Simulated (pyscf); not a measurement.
Single points on ωB97X-D3(BJ)/def2-SVP structures (PySCF, gas phase).

**Question.** For H₃C–AlH–CH₃ (SMILES [CH3][AlH][CH3]) + NH₃ (SMILES N) -> CH₄ (SMILES C) + H₃C–AlH–NH₂ (SMILES [CH3][AlH][NH2]), a four-centre exchange (singlet surface; Al–C, H–N broken, C–H, Al–N formed), PBE/def2-TZVP gives ΔE‡ = 1.3 kcal/mol and ΔE = -24.7 kcal/mol (zero: the separated reactants). In which direction and how far do r²SCAN/def2-TZVP, PBE0-D3(BJ)/def2-TZVP, ωB97M-D3(BJ)/def2-TZVP move these?

**Answer.** r²SCAN: ΔE‡ = 0.1 kcal/mol, ΔE = -26.3 kcal/mol; PBE0-D3(BJ): ΔE‡ = 1.2 kcal/mol, ΔE = -24.7 kcal/mol; ωB97M-D3(BJ): ΔE‡ = 4.7 kcal/mol, ΔE = -25.5 kcal/mol. PBE's barrier lies among them. Its reaction energy matches one of them and lies within 1.6 kcal/mol of the others. On the reactant side the descent ends in an adduct with a Al–N contact (not fully relaxed), 28.8 kcal/mol under the separated species and 32.3 kcal/mol under the saddle at ωB97X-D3(BJ)/def2-TZVP. What is counted as formed (Al–N) is already present as a longer contact in the reactant adduct; forming that adduct is a step of its own. At the saddle there is also a short Al–H contact that neither side keeps. This is the saddle that the search found; another between the same sides may lie lower.
